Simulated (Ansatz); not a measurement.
# C4H8O: a ladder of functionals and wavefunction methods

How much do the methods differ for C4H8O? The plan is to run it at one geometry with functionals of several rungs and with coupled cluster, and see how far each lands from CCSD(T) at the basis-set limit for the atomisation energy.

Program: Ansatz 0.2.0, Gaussian basis. Level of theory: functionals in def2-TZVPP, the program's frozen cores in correlated methods. These are calculated values, not measurements.

The runs, in order: PBE-D4, r2SCAN-D4, PBE0-D4, B3LYP-D4, ωB97X-V, ωB97M-V, B2PLYP; CCSD(T)/def2-TZVPP; MP2/def2-QZVPP; extrapolation to the limit.

## Step 1: The geometry

All runs share one geometry, relaxed beforehand with PBE0-D4 in a triple-zeta def2 set.

SMILES `CCC(C)=O`, 13 atoms, charge 0, spin multiplicity 1.

Atoms are counted from 1 here; the program's logs count them from 0.

Bond lengths: C1–C2 1.527 Å, C1–H6 1.091 Å, C1–H7 1.092 Å, C1–H8 1.093 Å, C2–C3 1.512 Å, C2–H9 1.094 Å, C2–H10 1.092 Å, C3–C4 1.505 Å, C3–O5 1.206 Å, C4–H11 1.093 Å, C4–H12 1.095 Å, C4–H13 1.088 Å. Angles: C2–C1–H6 110.6°, C2–C1–H7 110.5°, C2–C1–H8 111.7°, H6–C1–H7 108.2°, H6–C1–H8 107.7°, H7–C1–H8 108.1°, C1–C2–C3 110.3°, C1–C2–H9 109.9°, C1–C2–H10 110.0°, C3–C2–H9 110.1°, C3–C2–H10 107.8°, H9–C2–H10 108.7°, C2–C3–C4 116.7°, C2–C3–O5 121.3°, C4–C3–O5 121.9°, C3–C4–H11 111.0°, C3–C4–H12 108.9°, C3–C4–H13 110.4° and more.

Geometry (Å):

| atom | x (Å) | y (Å) | z (Å) |
| --- | --- | --- | --- |
| C1 | -1.14561 | 1.12861 | -0.43804 |
| C2 | 0.10399 | 0.86656 | 0.40016 |
| C3 | 0.91756 | -0.25384 | -0.20659 |
| C4 | 0.58095 | -1.65229 | 0.23671 |
| O5 | 1.77893 | -0.03295 | -1.02175 |
| H6 | -1.72978 | 1.94628 | -0.01225 |
| H7 | -0.87116 | 1.40149 | -1.45870 |
| H8 | -1.79175 | 0.24845 | -0.48465 |
| H9 | -0.18170 | 0.61241 | 1.42533 |
| H10 | 0.73128 | 1.75963 | 0.42342 |
| H11 | -0.49980 | -1.81635 | 0.23089 |
| H12 | 0.91480 | -1.78715 | 1.27055 |
| H13 | 1.07749 | -2.38225 | -0.39977 |

## Step 2: PBE-D4 (GGA)

Contents of in.yaml:

```yaml
crystal:
  periodic: [false, false, false]
  atoms:
    - {symbol: C, position_ang: [-1.145609, 1.128608, -0.438038]}
    - {symbol: C, position_ang: [0.103993, 0.866561, 0.400164]}
    - {symbol: C, position_ang: [0.917559, -0.253837, -0.206587]}
    - {symbol: C, position_ang: [0.580945, -1.652294, 0.236708]}
    - {symbol: O, position_ang: [1.778935, -0.032945, -1.021755]}
    - {symbol: H, position_ang: [-1.729783, 1.946280, -0.012249]}
    - {symbol: H, position_ang: [-0.871161, 1.401489, -1.458701]}
    - {symbol: H, position_ang: [-1.791752, 0.248454, -0.484653]}
    - {symbol: H, position_ang: [-0.181696, 0.612407, 1.425327]}
    - {symbol: H, position_ang: [0.731280, 1.759626, 0.423420]}
    - {symbol: H, position_ang: [-0.499803, -1.816352, 0.230889]}
    - {symbol: H, position_ang: [0.914803, -1.787154, 1.270546]}
    - {symbol: H, position_ang: [1.077486, -2.382245, -0.399771]}
basis:
  gaussian: {orbitals: def2-TZVPP}
hamiltonian: {xc: pbe, dispersion: d4}
output: {forces: true, orbitals: {seedname: orbitals}}
```

The runs that follow: r2SCAN-D4 (meta-GGA); PBE0-D4 (hybrid); B3LYP-D4 (hybrid); ωB97X-V (range-separated); ωB97M-V (range-separated); B2PLYP (double hybrid); CCSD(T) in def2-TZVPP; MP2 in def2-QZVPP.

Q: Predict the results of all the runs planned. Wanted: atomisation energy, CCSD(T)/CBS; farthest; mean size of error, hybrid; mean size of error, range-separated; gap, smallest and largest; T1 diagnostic; triples share of the correlation energy.

The runs gave:

```
                               quantity                                  value
        atomisation energy, CCSD(T)/CBS                        1271.2 kcal/mol
functionals within 6.4 kcal/mol (0.5 %)  r2SCAN-D4, B3LYP-D4, ωB97X-V, ωB97M-V
                               farthest                PBE-D4 (+31.5 kcal/mol)
             mean size of error, hybrid                           5.7 kcal/mol
    mean size of error, range-separated                           3.5 kcal/mol
              gap, smallest and largest   4.00 eV (PBE-D4), 11.59 eV (ωB97X-V)
                          T1 diagnostic                                 0.0126
triples share of the correlation energy                                  3.9 %
```

In words: PBE-D4 misses by +31.5 kcal/mol. Double hybrids carry the basis error of their MP2 part in triple zeta, and no dispersion term here, so their miss is partly the set-up's. Misses under about 6.4 kcal/mol are within the doubt on the reference itself, which lacks core-valence correlation, relativity and higher excitations. Hartree-Fock recovers 74 % of the binding; the rest is correlation. Orbital gaps span 4.0 to 11.6 eV; exact exchange widens them.
